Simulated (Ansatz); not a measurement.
A nudged elastic band was laid between two geometries of CH6OSi + H2 (11 atoms, charge 0, multiplicity 1).

Level of theory: RKS BLYP-D4/6-31G* in Ansatz.

```
movable images  : 9
climbing image  : yes
spring          : 5.0 eV/Å²
optimiser       : quadratic models (default)
start path      : through a guess of the saddle point
force threshold : 0.03 eV/Å
iteration limit : 60
end points      : relaxed
```

First end point:

```xyz
11
Properties=species:S:1:pos:R:3
Si -0.491 0.502 -0.055
O -0.121 -0.395 1.317
C -1.066 -0.490 2.398
H -2.021 -0.940 2.066
H -0.621 -1.137 3.170
H -1.275 0.501 2.843
H 0.695 0.386 -0.952
H -0.746 1.946 0.280
H -1.714 -0.029 -0.751
H 2.065 -2.491 2.316
H 1.621 -1.984 1.986
```

Last end point:

```xyz
11
Properties=species:S:1:pos:R:3
Si -0.252 -0.082 -0.576
O 0.499 -0.231 2.396
C -0.713 -0.550 3.107
H -1.418 -1.148 2.495
H -0.511 -1.088 4.054
H -1.191 0.412 3.346
H 1.129 0.472 -0.466
H -1.241 0.759 0.158
H -0.637 -0.102 -2.027
H -0.297 -1.495 -0.085
H 0.957 -1.079 2.214
```

Task: What changes between the two ends?

Result: Bonds broken: Si1–O2, H10–H11. Bonds formed: Si1–H10, O2–H11. CH6OSi + H2 becomes CH4O + H4Si.

Task: Give the energies along the band, and the barrier.

Result: The run converged. The highest image is number 7 of 0 to 10, 2.17 eV above the first end and 1.49 eV above the last; the last end lies 0.68 eV above the first. Neighbouring images differ by up to 1.4 eV, so the band resolves the path poorly. A vibrational analysis at the climbing image gives one clearly imaginary mode, 1233i cm⁻¹: a first-order saddle point. The orbitals stay closed-shell, which can raise the energy where a bond breaks towards radicals; this wasn't checked here.

| image | path coordinate (Å) | energy (eV) | Si1–O2 (Å) | H10–H11 (Å) | Si1–H10 (Å) |
| --- | --- | --- | --- | --- | --- |
| 0 | 0.00 | 0.00 | 1.68 | 0.75 | 4.59 |
| 1 | 0.71 | 0.00 | 1.68 | 0.75 | 4.47 |
| 2 | 1.41 | 0.00 | 1.68 | 0.75 | 4.28 |
| 3 | 2.12 | 0.01 | 1.68 | 0.75 | 4.00 |
| 4 | 2.83 | 0.02 | 1.68 | 0.75 | 3.57 |
| 5 | 3.53 | 0.13 | 1.68 | 0.75 | 2.91 |
| 6 | 4.24 | 0.81 | 1.73 | 0.78 | 2.29 |
| 7 | 4.95 | 2.17 | 1.91 | 1.18 | 1.83 |
| 8 | 6.03 | 1.21 | 2.64 | 1.77 | 1.51 |
| 9 | 7.11 | 0.76 | 3.08 | 2.32 | 1.49 |
| 10 | 8.19 | 0.68 | 3.07 | 2.65 | 1.50 |

Task: What is the geometry of the highest image?

Result: 
```xyz
11
Properties=species:S:1:pos:R:3
Si 0.038 0.053 0.069
O 0.134 -0.489 1.901
C -1.000 -0.509 2.820
H -1.713 -1.301 2.538
H -0.617 -0.682 3.836
H -1.490 0.473 2.765
H 1.249 0.571 -0.638
H -0.653 1.321 0.532
H -0.981 -0.569 -0.835
H 0.828 -1.585 0.251
H 0.529 -1.415 1.377
```

The band took 21 iterations and about 7 core-minutes.

Run time: 6.7 min on 1 thread of Arm Neoverse V1, on a shared host, peak memory 0.12 GiB.
